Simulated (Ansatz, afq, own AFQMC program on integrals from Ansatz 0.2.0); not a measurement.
## BO, doublet in 6-31G, levels against full CI

```yaml
atoms:
  - { symbol: B, position_ang: [0.0000, 0.0000, 0.0000] }
  - { symbol: O, position_ang: [0.0000, 0.0000, 1.3350] }
```

Basis 6-31G. Noble-gas cores (and the filled d shells of Ga–Kr and In–Xe) are frozen. Integrals, coupled cluster, full CI and functionals: Ansatz 0.2.0; the random walks run on the same integrals in our own AFQMC program. The CISD trial takes its coefficients from CCSD amplitudes. Released means that phaseless walkers are propagated on without the constraint, phases kept. Error bars are statistical, one sigma.

Determinant: UHF, the one that the program's search chose, which needn't be the lowest solution. The geometry is a point of a scan.

Full CI on the same integrals is exact in this basis and with this determinant's frozen core.

Cautions: strong correlation (T1 0.052, weight of the determinant 0.87, largest double 0.09); unrestricted determinant spin contaminated (⟨S²⟩ 0.95 against 0.75).

* T1 diagnostic: 0.0516
* weight of the determinant in the CISD state: 0.868
* ⟨S²⟩ of the determinant: 0.954
* size of the correlated space: 9 electrons in 16 orbitals

Reference: full CI, correlation energy -5.377 eV. The released energy is read at 2.40 1/Eh (meV from the phaseless value at times in 1/Eh: -6 ± 3 at 0.24, -11 ± 3 at 0.51, -18 ± 3 at 0.99, -29 ± 5 at 1.62, -25 ± 4 at 2.40).

```tsv
level	E − E(reference) (kJ/mol)	share of correlation (%)
HF	518.8	0.00
MP2	38.8	92.53
CCSD	30.4	94.15
CCSD(T)	8.1	98.44
CCSDT	1.5	99.72
CCSDT(Q)	-1.8	100.35
CCSDTQ	-0.2	100.04
ph-AFQMC/HF	-3.9 ± 3.1	100.75
ph-AFQMC/CISD	2.7 ± 0.4	99.47
released AFQMC	0.3 ± 0.4	99.94
```

CCSDT and higher add their correlation energy to the determinant of the CCSD(T) run, since their own runs factorise the integrals more tightly (a shift of under 2 meV). A walk keeps the symmetry of its determinant, which the program's search chose and which needn't be the lowest solution, so a lower state of the same spin and another symmetry isn't excluded. Released energies are given only where the last usable release times agree within the noise; a slower fall can still hide under it.
